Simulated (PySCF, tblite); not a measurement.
Isomers of C4H6NO (doublet state). Computed values, GFN2-xTB/tblite, gas phase, harmonic and unscaled. Errors from tens to a few hundred cm⁻¹ against measured bands are possible. One conformer each. Open shells enter through the occupations alone, without spin polarisation, and single modes of such species can be off by tens of per cent.

Electronic energies: B3LYP/pcH-1 single points on the GFN2-xTB geometries (PySCF, gas phase).

| SMILES | electronic energy, lowest = 0 (kJ/mol) |
| --- | --- |
| [H]/N=[C]/CC(C)=O | 91.8 |
| C=C(C)[N]C=O | 86.4 |
| C[C]1C=NOC1 | 152.6 |
| CC1=CO[N]C1 | 198.5 |
| C[C@H]1[CH]ON=C1 | 219.5 |
| C/C=[C]\C(N)=O | 87.1 |
| [CH2]C(=C)C(N)=O | 0.0 |

**Question.** How do GFN2-xTB zero-point energies change the relative energies?

**Answer.** 
```
           SMILES  ZPE (kJ/mol)  of it from modes above 1550 cm⁻¹  electronic (kJ/mol)  with ZPE, lowest = 0 (kJ/mol)  lowest mode (cm⁻¹)  rings
 [CH2]C(=C)C(N)=O         236.5                             127.5                  0.0                            0.0                  62      0
     C=C(C)[N]C=O         234.3                             117.1                 86.4                           84.2                  93      0
   C/C=[C]\C(N)=O         237.2                             135.1                 87.1                           87.8                  56      0
[H]/N=[C]/CC(C)=O         238.8                             131.6                 91.8                           94.2                  70      0
      C[C]1C=NOC1         244.0                             106.9                152.6                          160.2                  91      1
      CC1=CO[N]C1         243.7                             116.7                198.5                          205.7                 108      1
 C[C@H]1[CH]ON=C1         242.1                             118.8                219.5                          225.1                 166      1
```

The zero-point energies span 9.7 kJ/mol, from `C=C(C)[N]C=O` to `C[C]1C=NOC1`. The order is unchanged.

**Question.** And how do the electronic energies of GFN2-xTB itself compare?

**Answer.** `[CH2]C(=C)C(N)=O` 16.9; `C=C(C)[N]C=O` 0.0; `C/C=[C]\C(N)=O` 66.8; `[H]/N=[C]/CC(C)=O` 76.2; `C[C]1C=NOC1` 23.1; `CC1=CO[N]C1` 57.0; `C[C@H]1[CH]ON=C1` 85.7 kJ/mol, lowest = 0. Against the energies above, taken from the same isomer `[CH2]C(=C)C(N)=O`, the largest difference is 158.4 kJ/mol.

**Question.** What do entropy and thermal enthalpy add at 298.15 K and 1 bar (rigid rotor, harmonic oscillator, one conformer each)?

**Answer.** 
```
           SMILES  point group  symmetry number  S (J/(mol K))  H − H(0) (kJ/mol)  ZPE + H − H(0) − TS (kJ/mol)
 [CH2]C(=C)C(N)=O           C1                1          341.8              20.68                         155.3
     C=C(C)[N]C=O           C1                1          350.5              21.15                         150.9
   C/C=[C]\C(N)=O           C1                1          363.7              22.55                         151.3
[H]/N=[C]/CC(C)=O           C1                1          349.5              21.02                         155.7
      C[C]1C=NOC1           Cs                1          323.5              17.73                         165.3
      CC1=CO[N]C1           Cs                1          321.4              17.60                         165.5
 C[C@H]1[CH]ON=C1           C1                1          322.9              18.14                         164.0
```

S holds R ln(2S + 1) for the spin.
